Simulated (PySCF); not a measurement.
C₃H₃P₃.
SMILES with atom numbers: `[cH:1]1[p:2][cH:3][p:4][cH:5][p:6]1` (hydrogens: H7 on C1; H8 on C3; H9 on C5)

Level: PBE0/pcSseg-1 and CAM-B3LYP/def2-SVPD in PySCF, non-relativistic, on one gas-phase PBE0-D3(BJ)/def2-SVP geometry that isn't relaxed in the solvent. The solvent is an IEF-PCM continuum (van der Waals radii × 1.2). The model holds no explicit solvent molecules, cavitation or dispersion.

Gas phase at PBE0/pcSseg-1: HOMO -7.53 eV, LUMO -2.56 eV, dipole 0.00 D.

Problem. What does the continuum do to the energy, the frontier levels and the dipole at PBE0/pcSseg-1 in chloroform and water?

Solution. 
```
   solvent      ε  E(solvent) − E(gas) (kcal/mol)  polarisation term (kcal/mol)  distortion of the solute (kcal/mol)  HOMO (eV)  LUMO (eV)  dipole (D)
chloroform  4.711                           -1.78                         -1.90                                 0.12      -7.45      -2.46        0.00
     water  78.36                           -2.54                         -2.79                                 0.25      -7.44      -2.44        0.00
```

The first energy column is the sum of the next two and covers electrostatics alone. From chloroform to water the lowering changes by a factor 1.43, Onsager's factor (ε − 1)/(2ε + 1) by 1.38 and ε itself by 16.6. Charge and dipole vanish, so a point-dipole model would give no lowering at all.

Problem. Which Hirshfeld charges (PBE0/pcSseg-1) respond most in chloroform (means over atoms taken as equivalent)?

Solution. 
```
   atoms               environment  gas (e)  solvent (e)  change
P2/P4/P6  phosphorus bonded to 2 C   +0.129       +0.121  -0.008
H7/H8/H9         aromatic hydrogen   +0.043       +0.049  +0.006
C1/C3/C5        aromatic CH carbon   -0.172       -0.170  +0.002
```

Gas phase at CAM-B3LYP/def2-SVPD: HOMO -8.75 eV, LUMO -1.49 eV, dipole 0.00 D.

Problem. What does the continuum do to the energy, the frontier levels and the dipole at CAM-B3LYP/def2-SVPD in chloroform?

Solution. 
| solvent | ε | E(solvent) − E(gas) (kcal/mol) | polarisation term (kcal/mol) | distortion of the solute (kcal/mol) | HOMO (eV) | LUMO (eV) | dipole (D) |
| --- | --- | --- | --- | --- | --- | --- | --- |
| chloroform | 4.711 | -1.72 | -1.88 | 0.16 | -8.67 | -1.37 | 0.00 |

Problem. How does the static polarisability (CAM-B3LYP/def2-SVPD, frozen core, with the continuum's full static response) change?

Solution. 
```csv
medium,isotropic (au),principal values (au),⟨r²⟩ of the electrons (bohr²)
gas,106.8,"66.6, 126.9, 126.9",914.2
chloroform,148.3,"87.9, 178.5, 178.6",914.3
```

The isotropic value in chloroform is 1.39 times the gas-phase one; no cavity-field correction is applied. ⟨r²⟩ is taken about the centre of nuclear charge.
